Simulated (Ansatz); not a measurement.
# SiH4 (singlet): wave-function methods side by side at distance H1–H2 along a hydrogen transfer = 0.745 Å, cc-pVTZ

One table from this session's results is given with a row withheld; the runs are named, their logs left out.

Method: cc-pVTZ, core rule «outside noble gas», up to 5 orbitals frozen; program: Ansatz 0.2.0, Gaussian basis.

Plan: UHF; CCSD(T) on RHF; CCSD(T) on UHF; BCCD(T) on RHF; CISD; CCSDT(Q) on RHF; CASSCF and NEVPT2, 8 electrons in 8 orbitals.

4 further runs of the same task are left out: 4 that didn't finish.

### The geometry

The geometry derives from fragments relaxed apart (PBE0/def2-TZVP) and kept rigid, so it is no stationary point. A hydrogen atom is moved between rigid fragments.

5 atoms, charge 0, spin multiplicity 1.

Atoms are counted from 1 here; the program's logs count them from 0.

Bond lengths: H1–H2 0.745 Å, Si3–H4 1.526 Å, Si3–H5 1.526 Å. Angles: H4–Si3–H5 91.2°.

Set-up of the first run:

in.yaml

```yaml
crystal:
  periodic: [false, false, false]
  atoms:
    - {symbol: H, position_ang: [-2.419885, 0.054876, 0.000000]}
    - {symbol: H, position_ang: [-1.674885, 0.054876, 0.000000]}
    - {symbol: Si, position_ang: [0.096115, 0.054876, 0.000000]}
    - {symbol: H, position_ang: [0.708296, -0.819409, 1.090012]}
    - {symbol: H, position_ang: [0.708296, -0.819409, -1.090012]}
basis:
  gaussian: {orbitals: cc-pVTZ}
magnetization: {spin_polarized: true, initial_magnetization: 0}
hamiltonian: {xc: hf}
output: {orbitals: {seedname: orbitals}}
```

On the command line:

```sh
> ansatz run in.yaml --threads 1 --pin off --events-out ev --progress --plain --max-ram 2393MiB
```

Among the steps run: UHF; CCSD(T) on RHF; CCSD(T) on UHF; BCCD(T) on RHF; CISD; CCSDT(Q) on RHF; CASSCF and NEVPT2, 8 electrons in 8 orbitals.

One of the session's tables, all rows but one given; the rest of the session is left out.

| method | from RCCSDT(Q) (kJ/mol) |
| --- | --- |
| RHF | +501.5 |
| UHF | +493.7 |
| RMP2 | +105.4 |
| UMP2 | +122.8 |
| CISD | +47.7 |
| RCCSD | +16.9 |
| UCCSD | ? |
| RCCSD(T) | +3.2 |
| UCCSD(T) | +4.3 |
| BCCD(T) | +3.2 |
| RCCSDT | +0.6 |
| RCCSDT(Q) | 0 |
| CASSCF valence | +319.4 |
| NEVPT2 valence | +96.5 |

Estimate the missing values for UCCSD.

**Answer.** from RCCSDT(Q) (kJ/mol): +18.9. In the column «from RCCSDT(Q) (kJ/mol)» it lies between RCCSD (+16.9) and CISD (+47.7).

Limits of these values: Warnings: restricted reference is unstable; spin contamination. Restricted and unrestricted rows rest on different reference determinants; where their highest levels disagree by more than a few hundredths of an eV, they describe different states and don't form one ladder.
